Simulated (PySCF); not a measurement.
Point-charge models of `N#P` (PN) against its computed dipole.

Coordinates (PBE0-D3(BJ)/def2-SVP, Å) and charges (e) from the PBE0/pcSseg-1 density (PySCF):

```csv
atom,x,y,z,Mulliken,IAO,Hirshfeld,ESP-fitted
N1,0.747,-0.006,-0.005,-0.3642,-0.5026,-0.2569,-0.3816
P2,-0.741,0.009,-0.023,+0.3642,+0.5026,+0.2569,+0.3816
```

Problem. Compute μ = Σ q r for each scheme (1 e·Å = 4.803 D) and compare with the dipole of the full density.

Solution. The full density gives (-2.69, 0.03, -0.03) D, 2.69 D in size; dipole vectors point from the negative to the positive end.

| scheme | μx | μy | μz | size (D) | share of the full size (%) | angle to the full dipole (°) |
| --- | --- | --- | --- | --- | --- | --- |
| Mulliken | -2.60 | 0.03 | -0.03 | 2.60 | 97 | 0 |
| IAO | -3.59 | 0.04 | -0.04 | 3.59 | 134 | 0 |
| Hirshfeld | -1.84 | 0.02 | -0.02 | 1.84 | 68 | 0 |
| ESP-fitted | -2.73 | 0.03 | -0.03 | 2.73 | 101 | 0 |

Problem. Which set comes closest?

Solution. Length of the difference vector: ESP-fitted 0.04 D, Mulliken 0.09 D, Hirshfeld 0.85 D, IAO 0.90 D. Closest: ESP-fitted. ESP charges are fitted to the potential around the molecule, whose slowest-falling term is the dipole's. The schemes that divide the density aren't constrained to reproduce the dipole.

Problem. What is left for the Hirshfeld atoms' own dipoles?

Solution. The Hirshfeld atoms' densities add up to the full density, so μ = Σ q r + Σ (atomic dipoles). The atomic dipoles sum to (-2.69, 0.03, -0.03) − (-1.84, 0.02, -0.02) = (-0.85, 0.01, -0.01) D, 0.85 D in size.

Problem. Give the size of the full dipole in other units.

Solution. 2.69 D = 1.059 au = 0.560 e·Å = 8.98 × 10⁻³⁰ C·m.

Isolated species at its PBE0-D3(BJ)/def2-SVP geometry, gas phase.
